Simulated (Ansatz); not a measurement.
# SiNH₂ (quartet): from Hartree-Fock to the top rungs, cc-pVDZ

How much of the correlation energy of SiNH₂ (quartet) does each wave-function method recover here?

Method: cc-pVDZ, core rule «outside noble gas», up to 6 orbitals frozen; program: Ansatz 0.2.0, Gaussian basis.

To be run: UHF; CCSD(T) on ROHF; CCSD(T) on UHF; BCCD(T) on ROHF; CISD; CCSDT(Q) on ROHF; CCSDT(Q) on UHF.

37 further runs of the same task are left out: 10 for a known fault of the program, 13 that didn't finish, 14 set aside as unsound or not needed.

**1. The geometry**

The geometry is a PBE0/def2-TZVP stationary point (not a proven minimum).

4 atoms, charge 0, spin multiplicity 4.

Atoms are counted from 1 here; the program's logs count them from 0.

Bond lengths: Si1–N2 1.803 Å, Si1–H3 1.495 Å, N2–H4 1.024 Å. Angles: N2–Si1–H3 111.4°, Si1–N2–H4 113.2°.

**2. UHF**

Input file in.yaml:

```yaml
crystal:
  periodic: [false, false, false]
  atoms:
    - {symbol: Si, position_ang: [0.009460, -0.103752, 0.602203]}
    - {symbol: N, position_ang: [-0.087242, 0.144329, -1.180713]}
    - {symbol: H, position_ang: [0.265634, 1.182906, 1.319057]}
    - {symbol: H, position_ang: [0.683123, -0.297565, -1.691380]}
basis:
  gaussian: {orbitals: cc-pVDZ}
magnetization: {spin_polarized: true, initial_magnetization: 3}
hamiltonian: {xc: hf}
output: {orbitals: {seedname: orbitals}}
```

On the command line:

```console
$ ansatz run in.yaml --threads 1 --pin off --events-out ev --progress --plain --max-ram 2393MiB
```

Further steps of the session: CCSD(T) on ROHF; CCSD(T) on UHF; BCCD(T) on ROHF; CISD; CCSDT(Q) on ROHF; CCSDT(Q) on UHF.

**Question.** What will the summary of the whole plan be? Wanted: UCCSDT(Q) below the RHF energy; RMP2 from UCCSDT(Q); UMP2 from UCCSDT(Q); RCCSD from UCCSDT(Q); RCCSD(T) from UCCSDT(Q); UCCSD(T) from UCCSDT(Q); RCCSDT(Q) from UCCSDT(Q); T1 diagnostic.

The runs gave:

| quantity | value |
| --- | --- |
| UCCSDT(Q) below the RHF energy | -6.5568 eV |
| RMP2 from UCCSDT(Q) | +1055.0 meV |
| UMP2 from UCCSDT(Q) | +1056.1 meV |
| RCCSD from UCCSDT(Q) | +204.8 meV |
| RCCSD(T) from UCCSDT(Q) | +42.0 meV |
| UCCSD(T) from UCCSDT(Q) | +41.3 meV |
| RCCSDT(Q) from UCCSDT(Q) | +2.0 meV |
| levels within 1 kcal/mol (43 meV) | RCCSD(T), UCCSD(T), BCCD(T), RCCSDT, UCCSDT, RCCSDT(Q) |
| T1 diagnostic | 0.031 |

**Reading.** RCCSD(T) lands +42.0 meV from the yardstick (0.6 % of the correlation energy). These misses are within one basis, not against nature; the frozen cores of restricted and unrestricted runs differ, which can shift their rows.
